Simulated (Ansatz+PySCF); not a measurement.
# singlet NF3: levels of theory in one basis

```
atom    x (Å)    y (Å)    z (Å)
   N  -0.0047   0.0139   0.5150
   F   1.2402  -0.0272  -0.1564
   F  -0.5929   1.0120  -0.0995
   F  -0.5885  -1.0924  -0.0959
```

Basis set: def2-SVP (spherical functions). Frozen core: 4 orbitals. Charge 0, multiplicity 1.

Computed with Ansatz (development build ahead of 0.2.0); each method stands on the lowest determinant of its kind that the runs found.

```tsv
method	E − E(RHF) (eV)	<S²> of the determinant
RHF	0.00	0.00
RHF-CCSD	-20.27	–
RHF-CCSD(T)	-20.77	–
```

Problem. What does RHF-MP2 give on the same scale?

Solution. -19.93 eV.

Problem. Is a single determinant a sound starting point here?

Solution. By this sign, yes. Unrestricted orbitals gain 0.00 eV and <S²> is 0.00 against 0.00 for a pure state.
